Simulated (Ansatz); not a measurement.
## C4H7Cl, SMILES CC1(Cl)CC1: a ladder of methods at one geometry, step by step

With the Python package of Ansatz (0.2.0).

At the Python prompt:
```pycon
>>> from pathlib import Path
>>> import ansatz as az
>>> from ase import Atoms
>>> import numpy as np
>>> atoms = Atoms(["C", "C", "Cl", "C", "C", "H", "H", "H", "H", "H", "H", "H"], positions=[
...     [-1.2115, -0.2987, 0.7408],
...     [0.1774, -0.3382, 0.3263],
...     [1.1311, -1.4336, 1.296],
...     [0.9433, 0.9126, -0.1997],
...     [0.546, -0.2338, -1.1515],
...     [-1.3511, 0.1119, 1.7612],
...     [-1.7957, 0.4398, 0.096],
...     [-1.6968, -1.2203, 0.6479],
...     [0.2981, 1.8334, -0.2403],
...     [1.9126, 1.0649, 0.0837],
...     [-0.2613, -0.0753, -1.8335],
...     [1.3849, -0.8179, -1.493],
... ])
>>> system = az.Crystal.molecule_from_ase(atoms)
>>> setup = system.calculation().basis(gaussian="cc-pVDZ")
>>> print("functional    E (Ha)        dipole (D)   HOMO (eV)  LUMO (eV)")
functional    E (Ha)        dipole (D)   HOMO (eV)  LUMO (eV)
>>> for name in ["lda", "r2scan0", "lc_wpbe", "r2scan"]:
...     report = setup.functional(name).forces().orbitals().run(runs_dir="runs").report
...     lines = Path(report["orbitals_path"]).read_text().splitlines()
...     field_of = lambda key: [line.split("=")[1].strip() for line in lines if line.startswith(key)]
...     orbitals = [(27.211386 * float(e), s, float(n)) for e, s, n in zip(field_of("Ene="), field_of("Spin="), field_of("Occup="))]
...     homo = max(e for e, _, n in orbitals if n > 0.5)
...     lumo = min(e for e, _, n in orbitals if n < 0.5)
...     dipole = 4.803205 * np.linalg.norm(report["charge_distribution"]["dipole_moment_e_ang"])
...     print(f"{name:10s} {report['free_energy_ev'] / 27.211386246:14.6f} {dipole:9.3f} {homo:11.3f} {lumo:10.3f}")
...
lda           -613.827316     1.779      -6.080      0.098
r2scan0       -616.668420     1.937      -7.480      1.519
lc_wpbe       -616.586211     1.913     -10.044      3.754
r2scan        -616.681290     1.889      -6.276      0.547
```

Notes:
- Total energies depend on the basis set; only differences at equal settings carry meaning.
- The geometry is a force-field or estimated start, not a minimum of this method, and the basis set is short of its limit. A lower total doesn't mark the better method: functionals have no common bound, and MP2 and coupled cluster aren't variational.
- Levels such as HOMO and LUMO are orbital energies: with these approximate functionals they aren't the ionisation energy and electron affinity, and their gap isn't the fundamental gap.
- For Al to Cl the sets with a tight d function, cc-pV(X+d)Z, are usual.
- Timing: 26 s on 1 thread of Arm Neoverse V1 (shared host), peak memory 0.31 GiB.
